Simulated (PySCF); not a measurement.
SMILES n1ccccc1 (C₅H₅N) at its PBE0/def2-SVP optimised geometry (Å):

```
11

C     -0.7355    -1.1948     0.0000
C      0.6566    -1.2367     0.0000
C      1.3558    -0.0290     0.0000
N      0.7643     1.1629     0.0000
C     -0.5659     1.1935    -0.0001
C     -1.3634     0.0484    -0.0001
H     -1.3223    -2.1172     0.0000
H      1.1957    -2.1868     0.0001
H      2.4524    -0.0290     0.0000
H     -1.0308     2.1868    -0.0001
H     -2.4524     0.1339    -0.0001
```

Level of theory: PBE0/def2-TZVP in PySCF. Cells within 0.4 Å of a nucleus heavier than hydrogen are left out (blank, or x).

Map of the Laplacian of the electron density (e/bohr⁵), clipped to [-1.50, 1.50] on the plane z = 0.0 Å:

```
|666666666666666666666666666|
|666666666666666666666666666|
|666666666666666666666666666|
|666666666666666666666666666|
|666666666777766666666666666|
|666666667777777776666666666|
|666666677747777777766666666|
|666666677705777777776666666|
|666666677741788667776666666|
|66666677775xx42xx7777666666|
|66666777775xx20xx8877766666|
|666677777632788217877776666|
|666777145x3688872x666776666|
|66677703xxx88788xxx20777666|
|666677776x2787872x556776666|
|666677777624777426777776666|
|6666677777xx64xx67777766666|
|6666667777xx53xx97777666666|
|666666777525777326777666666|
|666666777037777601776666666|
|666666677677777756776666666|
|666666677777777777776666666|
|666666666777666777666666666|
|666666666666666666666666666|
|666666666666666666666666666|
|666666666666666666666666666|
|666666666666666666666666666|
```
Scale: ten equal steps from -1.50 (start of '0') to 0.657 (end of '9'), in the order '0123456789'; x runs from -4.50 to 4.50, y from -4.50 (bottom) to 4.50 (top).
